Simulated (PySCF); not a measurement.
Molfile (atoms numbered from 1):
```
C4H8O
     RDKit          3D

 13 13  0  0  0  0  0  0  0  0999 V2000
    1.6719   -0.1128   -0.1953 C   0  0  0  0  0  0  0  0  0  0  0  0
    0.3742    0.2122    0.5209 C   0  0  1  0  0  0  0  0  0  0  0  0
   -0.7969    0.6686   -0.3622 C   0  0  0  0  0  0  0  0  0  0  0  0
   -1.4942   -0.5938    0.1480 C   0  0  0  0  0  0  0  0  0  0  0  0
   -0.3561   -0.9555    0.9308 O   0  0  0  0  0  0  0  0  0  0  0  0
    2.1257    0.8024   -0.5680 H   0  0  0  0  0  0  0  0  0  0  0  0
    2.3605   -0.6008    0.4891 H   0  0  0  0  0  0  0  0  0  0  0  0
    1.4796   -0.7843   -1.0284 H   0  0  0  0  0  0  0  0  0  0  0  0
    0.5705    0.8615    1.3834 H   0  0  0  0  0  0  0  0  0  0  0  0
   -0.5792    0.6725   -1.4270 H   0  0  0  0  0  0  0  0  0  0  0  0
   -1.2623    1.6076   -0.0764 H   0  0  0  0  0  0  0  0  0  0  0  0
   -1.7236   -1.3502   -0.6082 H   0  0  0  0  0  0  0  0  0  0  0  0
   -2.3745   -0.4268    0.7754 H   0  0  0  0  0  0  0  0  0  0  0  0
  1  2  1  0
  2  3  1  0
  3  4  1  0
  4  5  1  0
  5  2  1  0
  1  6  1  0
  1  7  1  0
  1  8  1  0
  2  9  1  1
  3 10  1  0
  3 11  1  0
  4 12  1  0
  4 13  1  0
M  END
```

Geometry: GFN2-xTB; GIAO absolute shieldings from PySCF 2.14.0 with density-fitted response routines, gas phase, non-relativistic, averaged over equivalent atoms.

At PBE0/3-21G (61 basis functions, 4 s wall time on 1 thread of an Arm Neoverse V1, shared host):
```json
{"atoms": "C2", "σ (ppm)": "138.1"}
{"atoms": "C4", "σ (ppm)": "148.1"}
{"atoms": "C3", "σ (ppm)": "180.2"}
{"atoms": "C1", "σ (ppm)": "185.0"}
{"atoms": "O5", "σ (ppm)": "314.5"}
{"atoms": "H9", "σ (ppm)": "28.19"}
{"atoms": "H12", "σ (ppm)": "28.43"}
{"atoms": "H13", "σ (ppm)": "28.47"}
{"atoms": "H11", "σ (ppm)": "30.29"}
{"atoms": "H10", "σ (ppm)": "30.76"}
{"atoms": "H6/H7/H8", "σ (ppm)": "31.70"}
```

Q: Predict the values at PBE0/pcJ-1 on the same geometry.

A: 
```csv
atoms,σ at PBE0/pcJ-1,change
C2,105.1,-33.0
C4,117.7,-30.4
C3,156.6,-23.6
C1,160.2,-24.8
O5,290.7,-23.8
H9,26.79,-1.40
H12,27.10,-1.33
H13,27.02,-1.45
H11,29.05,-1.24
H10,29.70,-1.06
H6/H7/H8,30.49,-1.21
```

The largest change is at C2 (sp3 CH bonded to O). Cost: 215 basis functions, 15 s wall time on 1 thread of an Arm Neoverse V1, shared host. The order of the carbon signals is the same at both levels.
